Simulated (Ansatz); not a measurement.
Relaxation of H₅N₂Si (8 atoms, charge -1, multiplicity 1), to a largest force component of 0.02 eV/Å in at most 50 steps.

Theory: RKS B3LYP-D4/def2-mTZVP in Ansatz 0.2.0.

```xyz
8
Properties=species:S:1:pos:R:3
N -1.257 0.416 -1.274
Si 0.089 0.489 -0.328
N 0.603 -1.000 0.536
H -2.090 0.024 -0.839
H -0.796 0.782 -2.131
H 0.186 1.546 0.801
H 1.340 -0.844 1.215
H -0.170 -1.421 1.037
```

Where does it end, and by what steps?

The forces met the threshold. Limits of this set-up: an anion without diffuse functions, the dipole of an ion depends on the origin. After 12 steps the energy has fallen by 2.215 eV; H7 moved furthest, 0.71 Å.

| step | energy less start (eV) | largest force component (eV/Å) | accepted |
| --- | --- | --- | --- |
| 0 | 0.0000 | 6.687 | yes |
| 1 | -1.1511 | 3.102 | yes |
| 2 | -1.8020 | 1.253 | yes |
| 3 | -1.9659 | 1.207 | yes |
| 4 | -2.0555 | 2.067 | yes |
| 5 | -2.1272 | 1.817 | yes |
| 6 | -2.1969 | 0.332 | yes |
| 7 | -2.2102 | 0.185 | yes |
| 8 | -2.2087 | 0.139 | no |
| 9 | -2.2149 | 0.041 | yes |
| 10 | -2.2152 | 0.057 | yes |
| 11 | -2.2153 | 0.022 | yes |
| 12 | -2.2154 | 0.015 | yes |

```xyz
8
Properties=species:S:1:pos:R:3
N -1.101 0.701 -1.288
Si 0.387 0.753 -0.211
N 0.441 -0.951 0.525
H -1.894 0.203 -0.879
H -0.891 0.226 -2.164
H -0.367 1.435 0.971
H 1.391 -1.281 0.665
H -0.063 -1.092 1.399
```

Whether the end is a true minimum wasn't checked by a vibrational analysis.

Run time: 17 s on 1 CPU thread of a shared host.
